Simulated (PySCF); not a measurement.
# A diatomic session: NaF

An exercise on one series of results from a longer session: the logs are not shown, and one member is left open.

Program: PySCF 2.14.0. Level of theory: Na aug-pcseg-1, F aug-pcseg-1, no relativity. These are calculated values, not measurements.

Set-up of the first run:

Settings of the job:

* atoms: Na, F
* charge: 0
* basis: Na aug-pcseg-1, F aug-pcseg-1
* Hamiltonian: no relativity
* basis functions: 37
* electrons treated: 20
* masses in u: 22.9898, 18.9984
* levels: PBE0, PBE, r²SCAN, B2PLYP, BLYP, B97-3, HSE06, HF, MP2, SCS-MP2, CCSD, CCSD(T)
* grid: 80 radial by 434 angular points
* occupations: held fixed by the projection of orbital angular momentum
* dissociation limit: Na + F, each in its ground configuration
* starting distance in angstrom: 2.190
* values of 2S to try: 0, 2

Run with:

```console
$ OMP_NUM_THREADS=1 python dia.py task.json out
```

Among the steps run: Set-up; First curve: PBE0; Higher solutions at PBE0; PBE (GGA); r²SCAN; B2PLYP (double hybrid); BLYP (GGA); B97-3; HSE06; RHF (mean field); Correlated methods on the Hartree–Fock reference.

One of the session's tables, all rows but one given; the rest of the session is left out.

Energy (eV) from each level's lowest point:

| R (Å) | RHF | RHF-MP2 | RHF-SCS-MP2 | RHF-CCSD | RHF-CCSD(T) |
| --- | --- | --- | --- | --- | --- |
| 1.674 | 0.657 | 0.742 | 0.737 | n/a | n/a |
| 1.751 | 0.283 | 0.344 | 0.340 | 0.325 | 0.332 |
| 1.829 | 0.084 | 0.120 | 0.117 | 0.109 | 0.113 |
| 1.888 | ? | ? | ? | ? | ? |
| 1.946 | 0.000 | 0.000 | 0.000 | 0.000 | 0.000 |
| 2.004 | 0.023 | 0.006 | 0.007 | 0.011 | 0.009 |
| 2.082 | 0.098 | 0.059 | 0.062 | 0.071 | 0.066 |
| 2.179 | 0.240 | 0.175 | 0.180 | 0.195 | 0.186 |
| 2.296 | 0.449 | 0.358 | 0.364 | 0.386 | 0.373 |
| 2.452 | 0.755 | 0.633 | 0.642 | n/a | n/a |

Estimate the missing values for R (Å) = 1.888.

Worked estimate for «RHF». A straight line through the neighbours (1.829, 0.084) and (1.946, 0.000) gives 0.084 + (0.000 − 0.084) × (1.888 − 1.829) / (1.946 − 1.829) = 0.042; a parabola fitted to 4 rows on both sides gives 0.013.

**Answer.** RHF: 0.016; RHF-MP2: 0.034; RHF-SCS-MP2: 0.032; RHF-CCSD: 0.028; RHF-CCSD(T): 0.030. In «RHF» the line misses by +0.026 and the parabola by -0.003.
